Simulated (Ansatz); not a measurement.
A nudged elastic band was laid between two geometries of C₃H₅FOS (11 atoms, charge 0, multiplicity 1).

These are results of RKS PBE/def2-SVP (Ansatz), not measurements.

* movable images: 5
* climbing image: yes
* spring: 5.0 eV/Å²
* optimiser: quadratic models (default)
* start path: through a guess of the saddle point
* force threshold: 0.03 eV/Å
* iteration limit: 60
* end points: relaxed

First end point:

```xyz
11
Properties=species:S:1:pos:R:3
C -0.816 -1.058 1.520
S 0.580 -1.152 0.346
C 0.119 0.221 -0.720
F -1.062 0.009 -1.381
C 1.132 1.081 -1.345
O 0.267 1.528 -0.267
H -0.670 -1.879 2.246
H -1.778 -1.202 0.991
H -0.812 -0.089 2.057
H 2.202 0.970 -1.087
H 0.904 1.512 -2.338
```

Last end point:

```xyz
11
Properties=species:S:1:pos:R:3
C -0.073 -0.824 1.796
S -0.456 -1.294 0.267
C -0.274 0.175 -0.950
F -1.061 -0.040 -2.039
C 0.955 0.963 -1.006
O -0.297 1.433 -0.404
H -0.536 0.038 2.292
H -1.841 -1.253 0.002
H 0.654 -1.474 2.296
H 1.764 0.757 -0.280
H 1.230 1.461 -1.953
```

Q: What changes between the two ends?

A: Bonds broken: C1–H8. Bonds formed: S2–H8.

Q: What energy profile does the band end with?

A: The run converged. The highest image is number 2 of 0 to 6, 86.9 kcal/mol above the first end and 27.7 kcal/mol above the last; the last end lies 59.2 kcal/mol above the first. Neighbouring images differ by up to 3.6 eV, so the band resolves the path poorly. A vibrational analysis at the climbing image gives one clearly imaginary mode, 1067i cm⁻¹: a first-order saddle point. The orbitals stay closed-shell, which can raise the energy where a bond breaks towards radicals; this wasn't checked here.

```csv
image,path coordinate (Å),energy (kcal/mol),C1–H8 (Å),S2–H8 (Å)
0,0.00,0.0,1.11,2.44
1,1.23,4.0,1.10,2.27
2,2.46,86.9,1.65,1.45
3,3.82,62.3,2.37,1.37
4,5.18,61.5,2.42,1.38
5,6.55,60.2,2.46,1.39
6,7.91,59.2,2.55,1.41
```

Q: What is the geometry of the highest image?

A: 
```xyz
11
Properties=species:S:1:pos:R:3
C -0.654 -1.133 1.996
S 0.567 -0.849 0.768
C 0.069 0.448 -0.611
F -1.238 0.289 -0.978
C 1.047 0.999 -1.557
O 0.485 1.748 -0.437
H -1.375 -1.947 1.817
H -0.724 -1.358 0.361
H -0.929 -0.319 2.686
H 2.121 0.745 -1.469
H 0.697 1.319 -2.555
```

The run took 4.9 min on 2 threads of Arm Neoverse V1, with other jobs on the host, peak memory 0.15 GiB.
